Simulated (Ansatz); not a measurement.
C4H7NO can be A, `CCN=C=CO`, or B, `CC1(O)C=NC1`.

Isolated molecules relaxed with PBE0-D4/def2-TZVP in Ansatz; ΔE leaves out vibrations. CCSD(T)/CBS is the MP2 limit (def2-TZVPP, def2-QZVPP) plus CCSD(T) − MP2 in def2-TZVPP, frozen cores. Functionals use def2-TZVPP. B3LYP here is the variant with VWN-RPA as its local correlation; programs differ in this. Each species was taken in one conformer, which may not be the lowest.

(1) Which is lower in electronic energy at CCSD(T)/CBS, and by how much? (An estimate is asked.)

(2) Give E(B) − E(A) in kJ/mol with B3LYP-D4, PBE0-D4, PBE-D4, CCSD(T)/def2-TZVPP, HF/def2-TZVPP, CCSD/def2-TZVPP, MP2/def2-TZVPP. (Estimate.)

Largest T1 diagnostic: 0.013.

## Answers

(1) Ansatz gave: B, by 43.2 kJ/mol.

(2) Ansatz gave: B3LYP-D4 -11.7, PBE0-D4 -34.2, PBE-D4 -18.8, CCSD(T)/def2-TZVPP -43.1, HF/def2-TZVPP -27.3, CCSD/def2-TZVPP -43.6, MP2/def2-TZVPP -45.5. None reverses the order clearly.

From PBE to PBE0 (25 % exact exchange), in def2-TZVPP and without D4, E(B) − E(A) moves by −16.2 kJ/mol. The D4 term adds −7.2 kJ/mol with B3LYP and −3.6 kJ/mol with PBE0; it sums over pairs of atoms, weighted by their polarisabilities, and B3LYP, whose exchange is more repulsive, gets the larger term.
